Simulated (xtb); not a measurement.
Species: BF3, SMILES `FB(F)F` (charge 0, multiplicity 1).

Q: Give a relaxed geometry from GFN2-xTB (xtb 6.7.1).

A: the end point of this relaxation (outside a Z-matrix the atoms follow the SMILES, hydrogens last).
Bond lengths (Å): F1–B2 1.300, B2–F3 1.300, B2–F4 1.300. Bond angles (°): F1–B2–F3 120.0, F1–B2–F4 120.0, F3–B2–F4 120.0.
